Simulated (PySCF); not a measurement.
Molecule: C2H3, charge 1, multiplicity 1. SMILES of the parent species: [CH]=C
Geometry from a B3LYP-D3(BJ)/def2-TZVP (Ansatz) optimisation:
```xyz
5

C      0.6664    -0.0823     0.0295
C     -0.5746     0.0710    -0.0254
H      1.7385    -0.2147     0.0769
H     -1.0222     1.0180    -0.3653
H     -1.2665    -0.7354     0.2640
```
Charge +1, spin multiplicity 1.

Dispersion corrections to the total energy (kcal/mol) from the dftd3 and dftd4 libraries through PySCF: D3(BJ) without and D4 with the three-body term, each with the damping fitted for the functional named.

| functional | D3(BJ) | D4 |
|---|---|---|
| HSE06 | -0.63 | -0.47 |
| TPSS | -1.38 | ? |
| B2GP-PLYP | -0.60 | -0.25 |
| TPSSh | ? | -0.77 |
| HF | -12.01 | ? |
| PBE0 | -0.92 | -0.51 |
| B3LYP | -1.92 | -1.02 |

Complete the blanks.


- TPSS, D4: -0.86
- TPSSh, D3(BJ): -1.23
- HF, D4: -2.79
